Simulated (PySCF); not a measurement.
Geometries of 2 isomers of C2H6Si, from PBE0-D3(BJ)/def2-SVP geometry optimisation, gas phase in PySCF. One conformer each, no zero-point energy, no frequencies.

Question: Which is lower in electronic energy at this level?
A.
```xyz
9
angstrom
C      1.520   -0.109   -0.285
C      0.506    0.063    0.570
Si    -1.291    0.052    0.052
H      1.353   -0.279   -1.355
H      2.566   -0.091    0.042
H      0.745    0.225    1.629
H     -2.076   -0.919    0.875
H     -1.385   -0.330   -1.390
H     -1.911    1.401    0.239
```
B.
```xyz
9
angstrom
C     -0.625    0.709    0.181
C     -0.527   -0.743   -0.314
Si     1.110    0.036    0.112
H     -1.091    0.863    1.160
H     -0.934    1.462   -0.552
H     -0.765   -0.920   -1.369
H     -0.937   -1.518    0.342
H      1.790   -0.344    1.376
H      2.007    0.468   -0.988
```

Answer: A. That is `C=C[SiH3]` (vinylsilane), 3.9 kcal/mol below the other.

```tsv
SMILES	atoms numbered as above	E (Eh)	relative (kcal/mol)	relative (kJ/mol)	dipole (D)
C=C[SiH3]	[CH2:1]=[CH:2][SiH3:3]	-368.90791	0.0	0.0	0.74
C1C[SiH2]1	[CH2:1]1[CH2:2][SiH2:3]1	-368.90165	3.9	16.4	0.07
```

As drawn, the lower has a C=C bond outside aromatic rings, which the higher lacks; the higher has a three-membered ring, which the lower lacks.
